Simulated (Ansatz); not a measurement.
# CH5N2: the cost of one run

Program: Ansatz 0.2.0. Level of theory: RKS r2SCAN-D4/def2-SVP. These are calculated values, not measurements.

**1. Starting point**

Bond lengths: N1–C2 1.208 Å, C2–N3 1.569 Å, N1–H4 1.012 Å, C2–H5 1.080 Å, N3–H6 1.027 Å, N3–H7 1.029 Å, N3–H8 1.030 Å. Angles: N1–C2–N3 125.5°, N1–C2–H5 123.4°, N3–C2–H5 111.2°, C2–N1–H4 126.7°, C2–N3–H6 110.8°, C2–N3–H7 110.1°, C2–N3–H8 110.1°, H6–N3–H7 108.9°, H6–N3–H8 108.8°, H7–N3–H8 108.1°.

Coordinates:

```xyz
8

N    -0.9059    0.5759   -1.2062
C    -0.0586    0.6857   -0.3516
N     0.4053   -0.4541    0.6224
H    -1.4403   -0.2550   -1.4253
H     0.4812    1.6018   -0.1645
H     1.1509   -0.1212    1.2457
H     0.7557   -1.2590    0.0847
H    -0.3883   -0.7740    1.1948
```

**2. Relaxing end A**

The input, input.yaml:

```yaml
crystal:
  periodic: [false, false, false]
  atoms:
    - { symbol: "N", position_ang: [-0.90587, 0.57586, -1.20617] }
    - { symbol: C, position_ang: [-0.05857, 0.68573, -0.35163] }
    - { symbol: "N", position_ang: [0.40533, -0.45413, 0.62236] }
    - { symbol: H, position_ang: [-1.44033, -0.255, -1.42529] }
    - { symbol: H, position_ang: [0.48119, 1.60179, -0.16452] }
    - { symbol: H, position_ang: [1.1509, -0.12125, 1.2457] }
    - { symbol: H, position_ang: [0.75565, -1.25901, 0.0847] }
    - { symbol: H, position_ang: [-0.38831, -0.77399, 1.19484] }
total_charge: 1
basis:
  gaussian: { orbitals: def2-SVP }
hamiltonian:
  xc: r2scan
  dispersion: d4
relax:
  f_tol: 0.015
  max_steps: 40
```

Command:

```
ansatz run input.yaml --threads 1 --pin off --max-ram 2048MiB --backend cpu --events-out ev --progress --plain --runs-dir out
```

What time and memory should one allow on 1 thread of Arm Neoverse V1, shared host?

About 56 s, with a peak of 0.12 GiB.
